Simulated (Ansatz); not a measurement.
## Ansatz (development build ahead of 0.2.0) run

```yaml
crystal:
  periodic: [false, false, false]
  atoms:
    - { symbol: Li, position_ang: [0.0, 0.0, 0.0] }
    - { symbol: O, position_ang: [0.0, 0.0, 1.8568] }
basis:
  gaussian: { orbitals: def2-SVP }
magnetization:
  initial_magnetization: 1
hamiltonian:
  xc: hf
correlation:
  method: mp2
  frozen_orbitals: { Li: 0, O: 1 }
scf:
  omitted_lower_state_checks: [stability, starts, atomic_configurations, cluster_reference, orbital_swaps, given_window_search, neighbouring_geometries, increment]
```

The input is written out in the form of the current development build from the run's settings. Correlation on restricted open-shell orbitals is semicanonical, with singles.

Results

```yaml
Converged: yes
Reference_energy: -82.19645 hartree
Correlation_energy: -0.15688 hartree
Total_energy: -82.35333 hartree
Spin_squared_of_the_determinant: 0.750
Occupied_orbitals_by_symmetry_in_an_Abelian_subgroup_alpha;_beta: 4 A1 1 B1 1 B2; 4 A1 1 B1
```

Messages of the program:
```
mean field -2236.67932500 eV, -82.1964491180 hartree, gradient 3.0e-6 eV, S^2 0.750000; 0 other ends of a descent, 0 dependent functions left out
```
